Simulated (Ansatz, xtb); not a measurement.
# C2H2Cl: where a starting geometry ends

The starting geometry of this gas-phase doublet has its atoms placed at random.

```xyz
5

C     1.5453    0.0982    0.1263
C    -0.2092   -0.6260    1.6309
Cl    0.0384   -0.8809   -0.3925
H     0.5362    0.7247    1.0053
H    -1.1044    0.0568   -0.5890
```

Problem. One run relaxed it with r2SCAN-D4/def2-SVP. What is a likely outcome?

Solution. It falls apart into C2H + ClH. Distances that change by over a tenth: C2–Cl3 (2.05 → 3.88 Å), Cl3–H5 (1.49 → 1.29 Å). Contacts that open: C1–Cl3 (1.87 → 3.48 Å). Contacts that close: C1–C2 (2.42 → 1.22 Å), C1–H4 (1.48 → 1.08 Å).

The energy falls by 8.61 eV over 31 steps:

```tsv
step	E − E(last) (eV)
1	8.614
4	5.079
8	1.355
11	0.543
14	0.102
18	0.059
21	0.012
24	0.006
28	0.001
31	0.000
```

Final geometry (Å):

```yaml
atoms:
  - { symbol: C, position_ang: [0.8678, 0.1335, 1.2623] }
  - { symbol: C, position_ang: [0.1946, -0.5223, 2.0365] }
  - { symbol: Cl, position_ang: [-0.9449, -0.3808, -1.6649] }
  - { symbol: H, position_ang: [1.4381, 0.7041, 0.5477] }
  - { symbol: H, position_ang: [-0.7494, -0.5617, -0.4005] }
```

From the same start GFN2-xTB ends elsewhere, in pieces: C2H2 + Cl.

From so rough a start the end depends on the optimiser's path, so another program may land elsewhere. No frequencies were run, so the end isn't proven a minimum. Open shells are spin-unrestricted. Run with Ansatz 0.2.0, 47 s on 2 threads of Intel(R) Xeon(R) Platinum 8375C CPU @ 2.90GHz (Ice Lake), on a shared host.
